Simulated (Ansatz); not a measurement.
This script drives the Python package of Ansatz (0.2.0).

`c4h8s.xyz`
```text
13

S     2.28280    1.02440   -0.43350
C     1.05650    0.05720    0.49420
C    -0.02200   -0.45140   -0.46440
C    -1.35540   -0.78280    0.18770
C    -1.21500    0.47140   -0.66180
H     3.06020    1.26220    0.71590
H     0.63490    0.69230    1.30370
H     1.56350   -0.81400    0.95900
H     0.25130   -1.08930   -1.33220
H    -1.43480   -0.58170    1.27770
H    -1.92140   -1.59930   -0.30850
H    -1.20670    1.41610   -0.07700
H    -1.69390    0.39480   -1.66080
```

Script `c4h8s_opt.py`:
```python
import warnings

import ansatz as az
import numpy as np

warnings.simplefilter("ignore", az.DeckWarning)

mol = az.Crystal.molecule_from_extxyz("c4h8s.xyz")

job = (
    mol.calculation()
    .basis(gaussian="6-31G*")
    .functional("CAM-B3LYP")
)
symbols = [site.symbol for site in mol.cartesian_sites]
start = np.array([site.position_ang for site in mol.cartesian_sites], dtype=float)
report = job.relax(force_tolerance=0.02, max_steps=100).run(threads=1, pin="off").report
end = np.array(report["positions_ang"])

for key in ("converged", "free_energy_ev", "reference_energy_ev", "n_frozen", "n_occupied", "n_virtual"):
    print(f"{key:22s} {report[key]}")

print("bond        before    after (A)")
for i, j in [(0, 1), (0, 5), (1, 2), (1, 6), (1, 7), (2, 3), (2, 4), (2, 8), (3, 4), (3, 9), (3, 10), (4, 11), (4, 12)]:
    d0, d1 = (np.linalg.norm(xyz[i] - xyz[j]) for xyz in (start, end))
    print(f"{symbols[i]}{i}-{symbols[j]}{j}".ljust(10), f"{d0:8.4f} {d1:8.4f}")

charges = report["charge_distribution"]
dipole = np.array(charges["dipole_moment_e_ang"]) * 4.803205
print("dipole (D): {:.3f} {:.3f} {:.3f}, length {:.3f}".format(*dipole, np.linalg.norm(dipole)))
print("atom  Mulliken   Lowdin")
for symbol, m, l in zip(symbols, charges["mulliken_charges_e"], charges["lowdin_charges_e"]):
    print(f"{symbol:4s} {m:9.3f} {l:8.3f}")
```

It is started by `python c4h8s_opt.py`. How long does it take on 1 thread of Arm Neoverse V1, on a shared host, and how much memory does it need?

It took about 49 s, with a peak of 0.29 GiB, for 1 run of the engine.

```console
$ python c4h8s_opt.py
converged              True
free_energy_ev         -15110.114638745137
reference_energy_ev    -15110.114638745137
n_frozen               0
n_occupied             [24, 24]
n_virtual              [71, 71]
bond        before    after (A)
S0-C1        1.8166   1.8361
S0-H5        1.4078   1.3450
C1-C2        1.5300   1.5058
C1-H6        1.1119   1.0940
C1-H7        1.1100   1.0930
C2-C3        1.5209   1.5036
C2-C4        1.5211   1.5027
C2-H8        1.1112   1.0870
C3-C4        1.5213   1.5027
C3-H9        1.1112   1.0860
C3-H10       1.1105   1.0852
C4-H11       1.1111   1.0860
C4-H12       1.1105   1.0850
dipole (D): -0.589 -0.991 1.327, length 1.758
atom  Mulliken   Lowdin
S       -0.083    0.036
C       -0.406   -0.330
C       -0.108   -0.202
C       -0.322   -0.239
C       -0.306   -0.233
H        0.087    0.049
H        0.167    0.125
H        0.177    0.129
H        0.161    0.140
H        0.153    0.128
H        0.158    0.130
H        0.162    0.134
H        0.159    0.131
```

The settings weren't tested for convergence. The end point is the stationary point reached from this start; no frequency run checks that it is a minimum, and the basis set is modest. The Löwdin charges here are taken after orthogonalising the functions within each atom; they differ from plain Löwdin charges, and their signs can be unphysical.

(Lines on the test bed's own set-up are left out of the output.)
